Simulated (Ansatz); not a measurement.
**O₂, triplet: the ladder up to full CI**

Geometry: a point of a stretch scan, not a stationary point.

```xyz
2

O     0.0000    0.0000    0.0000
O     0.0000    0.0000    1.2880
```

Basis 6-31G; Ansatz 0.2.0. Only valence electrons are correlated (noble-gas cores frozen), which leaves 12 electrons in 16 orbitals. R marks a restricted (for open shells ROHF) determinant, U an unrestricted one. Active spaces: pair = (4e, 4o) about the gap; valence = (12e, 8o) chosen from the atoms' valence shells.

Full CI is exact within this basis and frozen core; it isn't the basis-set limit. The frozen core follows each run's orbitals, which can shift R against U totals by a few meV.

Coupled cluster chose its determinant by a search with trial CCSD, here up to 0.29 eV above the lowest Hartree–Fock solution of its kind, and MP2 stands on that determinant too.

* UHF ⟨S²⟩: 2.026
* ⟨S²⟩ of the determinant under UCCSD: 2.037
* T1 diagnostic (RCCSD): 0.0161
* largest doubles amplitude (RCCSD): 0.127
* T1 diagnostic (UCCSD): 0.0156

```csv
level,E − E(full CI) (mEh),share of correlation (%),wall time
RMP2,-17.61,106.32,–
UMP2,-0.95,100.34,–
RCCSD*,11.80,95.76,–
UCCSD,10.32,96.30,–
RCCSD(T)*,3.07,98.90,1.8 s
UCCSD(T),2.83,98.98,0.57 s
BCCD(T)*,3.03,98.91,0.63 s
RCCSDT*,3.11,98.88,–
UCCSDT,2.89,98.96,–
RCCSDT(Q)*,-0.04,100.01,4.3 s
UCCSDT(Q),0.06,99.98,3.6 s
RCCSDTQ*,0.33,99.88,50 s
UCCSDTQ,0.27,99.90,50 s
CASSCF (valence space),145.42,47.79,–
NEVPT2 (valence space),29.18,89.52,0.24 s
NEVPT4(SD) (valence space),5.09,98.17,1.1 s
MRCISD (valence space),8.68,96.88,–
MRCISD+Q (valence space),2.73,99.02,1.1 s
```

An asterisk marks runs whose energy the program itself flagged as in doubt.

The correlation energy at full CI, counted from the determinant under the R cluster runs, is -7.579 eV. That run took 3 min on 1 thread of Arm Neoverse V1, shared host over 8,014,464 determinants.

Run but not shown, since their state, orbitals or frozen core can't be matched to the reference's or they repeat it: RHF, UHF, CISD, CISDTQ, CASSCF (pair space), NEVPT2 (pair space), MRCISD (pair space), MRCISD+Q (pair space).

Times hold each run's SCF and search for its determinant on a shared host, so for small cases they say little of a method's own cost; they ran on 1 thread of Arm Neoverse V1. Some runs computed forces too.

More than 5 meV below full CI, which no variational method can be: RMP2, UMP2.

The full-CI state has the irrep B1g of D2h, in the program's axes (one component, if the state is degenerate).

Natural occupations of full CI about the gap: 1.944 1.944 1.934 1.032 1.032 0.067 0.016 0.016 0.012 0.009; effectively unpaired electrons, Σ n²(2−n)², 2.06.
